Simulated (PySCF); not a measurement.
**CH6NSi− (SMILES C[N-][SiH3]): MP2/def2-SVPD**

What is the vertical singlet–triplet gap of CH6NSi− at MP2/def2-SVPD? Input form: a Python script.

The calculation is run with PySCF 2.14.0.

### Step 1. The molecule

CH6NSi− has 9 atoms, charge -1, and is taken as a singlet. SMILES: `C[N-][SiH3]`. Geometry: relaxed at GFN2-xTB.

Bond lengths: C1–N2 1.417 Å, N2–Si3 1.647 Å, C1–H4 1.113 Å, C1–H5 1.106 Å, C1–H6 1.113 Å, Si3–H7 1.522 Å, Si3–H8 1.521 Å, Si3–H9 1.489 Å. Some angles: C1–N2–Si3 123.9°, N2–C1–H4 114.6°, N2–C1–H5 109.5°, N2–C1–H6 114.6°, N2–Si3–H7 120.3°, N2–Si3–H8 120.5°, N2–Si3–H9 107.2°, H4–C1–H5 106.2°, H4–C1–H6 105.2°, H5–C1–H6 106.2°.

### Step 2. A single-point energy at MP2/def2-SVPD

File calc.py:

```python
from pyscf import gto, scf, mp

mol = gto.Mole()
mol.atom = '''
C       -0.712670       0.919970      -0.811790
N       -0.509930       0.391650       0.487660
Si       0.578670      -0.793220       0.839100
H        0.184970       1.402450      -1.260460
H       -1.495620       1.699930      -0.774320
H       -1.052450       0.176080      -1.567380
H        2.062060      -0.577760       0.574520
H        0.451190      -2.171650       0.208950
H        0.493780      -1.047460       2.303720
'''
mol.max_memory = 1860
mol.basis = 'def2-svpd'
mol.charge = -1
mol.verbose = 4
mol.build()

calc0 = scf.RHF(mol)
calc0.conv_tol = 1e-10
calc0.kernel()
if not calc0.converged:
    calc0 = calc0.newton().run(calc0.mo_coeff, calc0.mo_occ)

pt = mp.MP2(calc0, frozen=7).run()
energy = pt.e_tot
print('E = %.10f Eh' % energy)
```

Started as:

```
$ OMP_NUM_THREADS=1 python calc.py
```

What it wrote:

```text
PySCF version 2.14.0

[INPUT] num. atoms = 9
[INPUT] num. electrons = 34
[INPUT] charge = -1
[INPUT] spin (= nelec alpha-beta = 2S) = 0
[INPUT] symmetry False subgroup None
[INPUT] Mole.unit = angstrom
[INPUT] Symbol           X                Y                Z      unit          X                Y                Z       unit  Magmom
[INPUT]  1 C     -0.712670000000   0.919970000000  -0.811790000000 AA   -1.346751117194   1.738491342816  -1.534060770661 Bohr   0.0
[INPUT]  2 N     -0.509930000000   0.391650000000   0.487660000000 AA   -0.963628042699   0.740111236686   0.921543841905 Bohr   0.0
[INPUT]  3 Si     0.578670000000  -0.793220000000   0.839100000000 AA    1.093527816502  -1.498968556527   1.585669191123 Bohr   0.0
[INPUT]  4 H      0.184970000000   1.402450000000  -1.260460000000 AA    0.349542641261   2.650246403396  -2.381924190969 Bohr   0.0
[INPUT]  5 H     -1.495620000000   1.699930000000  -0.774320000000 AA   -2.826312186422   3.212402130932  -1.463252732773 Bohr   0.0
[INPUT]  6 H     -1.052450000000   0.176080000000  -1.567380000000 AA   -1.988842259798   0.332742976013  -2.961918933121 Bohr   0.0
[INPUT]  7 H      2.062060000000  -0.577760000000   0.574520000000 AA    3.896728652421  -1.091808165729   1.085685453085 Bohr   0.0
[INPUT]  8 H      0.451190000000  -2.171650000000   0.208950000000 AA    0.852625530143  -4.103823738412   0.394858273728 Bohr   0.0
[INPUT]  9 H      0.493780000000  -1.047460000000   2.303720000000 AA    0.933108965788  -1.979412526437   4.353399867683 Bohr   0.0

nuclear repulsion = 108.601580065052
number of shells = 50
number of NR pGTOs = 162
number of NR cGTOs = 112
basis = def2-svpd
ecp = {}

******** <class 'pyscf.scf.hf.RHF'> ********
method = RHF
initial guess = minao
damping factor = 0
level_shift factor = 0
DIIS = <class 'pyscf.scf.diis.CDIIS'>
diis_start_cycle = 1
diis_space = 8
diis_damp = 0
SCF conv_tol = 1e-10
SCF conv_tol_grad = None
SCF max_cycles = 50
direct_scf = True
direct_scf_tol = 1e-13
Set gradient conv threshold to 1e-05
Initial guess from minao.
init E= -384.48170083358
  HOMO = -0.224412682692183  LUMO = 0.067354382406839  gap/eV = 7.93939
cycle= 1 E= -384.468358982344  delta_E= 0.0133  |g|= 0.515  |ddm|= 3.22
  HOMO = -0.00174305721167967  LUMO = 0.240993434437934  gap/eV = 6.60520
cycle= 2 E= -384.513188691746  delta_E= -0.0448  |g|= 0.366  |ddm|=  2.5
  HOMO = -0.105914041794646  LUMO = 0.240728272172354  gap/eV = 9.43262
cycle= 3 E= -384.54517495466  delta_E= -0.032  |g|= 0.0528  |ddm|= 1.03
  HOMO = -0.104492264457751  LUMO = 0.24091011423687  gap/eV = 9.39888
cycle= 4 E= -384.546301235028  delta_E= -0.00113  |g|= 0.0105  |ddm|= 0.262
  HOMO = -0.104150645696782  LUMO = 0.24094454769244  gap/eV = 9.39052
cycle= 5 E= -384.546355395803  delta_E= -5.42e-05  |g|= 0.00356  |ddm|= 0.0512
  HOMO = -0.103266067858667  LUMO = 0.240970970944886  gap/eV = 9.36717
cycle= 6 E= -384.546364237729  delta_E= -8.84e-06  |g|= 0.00109  |ddm|= 0.0235
  HOMO = -0.103285899264929  LUMO = 0.240968535851764  gap/eV = 9.36764
cycle= 7 E= -384.546365652931  delta_E= -1.42e-06  |g|= 0.000331  |ddm|= 0.0102
  HOMO = -0.103244610283928  LUMO = 0.240968391245685  gap/eV = 9.36651
cycle= 8 E= -384.546365788391  delta_E= -1.35e-07  |g|= 7.51e-05  |ddm|= 0.00248
  HOMO = -0.103236877975167  LUMO = 0.240965879443406  gap/eV = 9.36623
cycle= 9 E= -384.546365794969  delta_E= -6.58e-09  |g|= 2.05e-05  |ddm|= 0.00065
  HOMO = -0.103230162949262  LUMO = 0.240966348345955  gap/eV = 9.36606
cycle= 10 E= -384.54636579545  delta_E= -4.81e-10  |g|= 5.29e-06  |ddm|= 0.000288
  HOMO = -0.103229694983754  LUMO = 0.240966255061998  gap/eV = 9.36605
cycle= 11 E= -384.546365795477  delta_E= -2.69e-11  |g|= 1.49e-06  |ddm|= 9.47e-05
  HOMO = -0.10322944990925  LUMO = 0.240966290752437  gap/eV = 9.36604
Extra cycle  E= -384.546365795479  delta_E= -2.1e-12  |g|= 7.4e-07  |ddm|= 2.19e-05
converged SCF energy = -384.546365795479

******** <class 'pyscf.mp.mp2.RMP2'> ********
nocc = 10, nmo = 105
frozen orbitals 7
E(RMP2) = -385.006671172263  E_corr = -0.460305376784538
E(SCS-RMP2) = -385.010217125624  E_corr = -0.463851330145537
E_corr(same-spin) = -0.102132833072202
E_corr(oppo-spin) = -0.358172543712336
E = -385.0066711723 Eh
```

Wall time 3.6 s (1 thread of Arm Neoverse V1, shared host); peak memory 0.32 GiB.

### Step 3. The triplet, same level

File geometry.xyz:

```xyz
9
CH6NSi
C     -0.712670     0.919970    -0.811790
N     -0.509930     0.391650     0.487660
Si     0.578670    -0.793220     0.839100
H      0.184970     1.402450    -1.260460
H     -1.495620     1.699930    -0.774320
H     -1.052450     0.176080    -1.567380
H      2.062060    -0.577760     0.574520
H      0.451190    -2.171650     0.208950
H      0.493780    -1.047460     2.303720
```

File input.py:

```python
from pyscf import gto, mp

mol = gto.Mole()
mol.atom = 'geometry.xyz'
mol.charge = -1
mol.max_memory = 1860
mol.verbose = 3
mol.spin = 2
mol.basis = 'def2-svpd'
mol.build()

myscf = mol.UHF()
myscf.conv_tol = 1e-10
myscf.kernel()
if not myscf.converged:
    myscf = myscf.newton().run(myscf.mo_coeff, myscf.mo_occ)

pt = mp.MP2(myscf, frozen=7).run()
energy = pt.e_tot
print(f'total energy: {energy:.8f} hartree')
```

Started as:

```
$ OMP_NUM_THREADS=1 python input.py
```

What it wrote:

```text
WARN: HOMO 0.067354382406839 >= LUMO -0.224412682692183

converged SCF energy = -384.443812604541  <S^2> = 2.0116779  2S+1 = 3.0077752
E(UMP2) = -384.861041915397  E_corr = -0.417229310856307
E(SCS-UMP2) = -384.864813298795  E_corr = -0.421000694254101
total energy: -384.86104192 hartree
```

It took 7.8 s on 1 thread of Arm Neoverse V1, shared host; peak memory 0.33 GiB.

### Step 4. Outcome

Level: MP2/def2-SVPD, 7 core orbitals frozen.

| quantity | value |
| --- | --- |
| singlet: total energy | -385.00667 Eh |
| singlet: HOMO energy (Hartree–Fock orbitals) | -2.81 eV |
| singlet: LUMO energy (Hartree–Fock orbitals) | 6.56 eV |
| singlet: HOMO–LUMO gap (to an unbound level, set by the basis) | 9.37 eV |
| singlet: correlation energy (7 core orbitals frozen) | -460.3 mEh |
| triplet: total energy | -384.86104 Eh |
| triplet: HOMO energy (Hartree–Fock orbitals) (highest over α and β) | 2.28 eV |
| triplet: LUMO energy (Hartree–Fock orbitals) (lowest over α and β) | 5.62 eV |
| triplet: correlation energy (7 core orbitals frozen) | -417.2 mEh |
| triplet: ⟨S²⟩ of the reference determinant | 2.012 |
| vertical energy of the triplet above the singlet | 3.963 eV |

In words: At this shape the triplet lies 3.96 eV (91 kcal/mol) above the singlet. For an anion a state so high probably lies above electron detachment. The HOMO (triplet) lies at positive energy, 2.28 eV: the electron is unbound at this level or held by a compact basis; values depend on the basis.
